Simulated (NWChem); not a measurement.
## Extrapolating the MP2 correlation energy of water (H2O)

```xyz
3

O      0.0000     0.0000     0.1226
H      0.7577     0.0000    -0.4905
H     -0.7577     0.0000    -0.4905
```
Charge 0, spin multiplicity 1.

The numbers come from NWChem runs, not from measurements. The geometry was optimised at PBE/def2-SVP, a minimum by its harmonic frequencies.

The correlated methods keep 1 core orbital frozen.

Worked example. The MP2 correlation energy is -262.98 mHa in cc-pVTZ and -284.29 mHa in cc-pVQZ. The form E(X) = E∞ + A/X³ turns the pair into an estimate of the basis-set limit.

E∞ = (4³·(-284.29) − 3³·(-262.98))/(4³ − 3³) = -299.8 mHa. The larger basis holds 95 % of that, at about 7 times the processor time of the smaller one. This is a two-point estimate.
